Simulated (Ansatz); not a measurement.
Cost and result for the atomization energy of BH₅Si, SMILES `B[SiH3]` (7 atoms, 6 bonds).

The species carries charge 0 and has multiplicity 1. The geometry is a stationary point of PBE0-D4/def2-TZVP. Program: Ansatz. All runs use 2 threads of a server CPU on a shared host. Times are those of one run each, without the atoms' runs, and a repeat can differ threefold. Electronic energies, without spin–orbit coupling; frozen cores. CCSD(T)/CBS extrapolates def2-TZVPP and def2-QZVPP, and its time is that of the two runs behind it. T1 = 0.012. HSE06 is the plane-wave form, built on full-range PBE exchange.

CCSD(T)/CBS is a level of theory with its own doubt, some kJ/mol a heavy atom from the limit and from the frozen cores, so smaller differences don't rank the functionals.

```csv
level,functions,wall time
CCSD(T)/def2-SVP,57,0.4 s
revPBE-D4/def2-TZVPP,143,0.75 s
BLYP-D4/def2-TZVPP,143,0.85 s
HSE06-D4/def2-TZVPP,143,0.95 s
BHLYP-D4/def2-TZVPP,143,0.95 s
CAM-B3LYP-D4/def2-TZVPP,143,1.1 s
r2SCANh-D4/def2-TZVPP,143,1.3 s
PBE-QIDH/def2-TZVPP,143,1.4 s
ωB97X-V/def2-TZVPP,143,2.5 s
ωB97M-V/def2-TZVPP (with forces),143,3 s
CCSD(T)/def2-TZVPP,143,4.2 s
CCSD(T)/def2-QZVPP,277,5.8 min
CCSD(T)/CBS(def2),–,5.9 min
```

Task: What atomization energy does each give, and how far from CCSD(T)/CBS? (An estimate is asked.)

Result: The calculation gave: 
```csv
level,atomization (kJ/mol),difference from CCSD(T)/CBS,per bond
CCSD(T)/def2-SVP,1937.1,-100.9,-16.8
revPBE-D4/def2-TZVPP,1998.5,-39.5,-6.6
BLYP-D4/def2-TZVPP,2027.7,-10.3,-1.7
HSE06-D4/def2-TZVPP,2025.4,-12.6,-2.1
BHLYP-D4/def2-TZVPP,2044.4,6.4,1.1
CAM-B3LYP-D4/def2-TZVPP,2061.6,23.6,3.9
r2SCANh-D4/def2-TZVPP,2045.2,7.2,1.2
PBE-QIDH/def2-TZVPP,2022.5,-15.5,-2.6
ωB97X-V/def2-TZVPP,2060.9,22.9,3.8
ωB97M-V/def2-TZVPP (with forces),2049.3,11.3,1.9
CCSD(T)/def2-TZVPP,1999.5,-38.5,-6.4
CCSD(T)/def2-QZVPP,2022.4,-15.6,-2.6
CCSD(T)/CBS(def2),2038.0,0.0,0.0
```

At CCSD(T), def2-SVP lies −100.9 kJ/mol from the extrapolated value and def2-TZVPP −38.5 kJ/mol: correlation converges slowly with the basis, and small sets miss more of it in the bonded molecule than in its fragments. Leaving LDA and LC-ωPBE aside and taking each functional with its dispersion term where it has one, the values, not all of them listed here, spread over 63.8 kJ/mol, from revPBE-D4 to B97M-V. LDA lies +216.2 kJ/mol from PBE without D4, its usual overbinding. From BLYP to BHLYP (50 % exact exchange), in def2-TZVPP and without D4, the atomization energy moves by +25.1 kJ/mol.
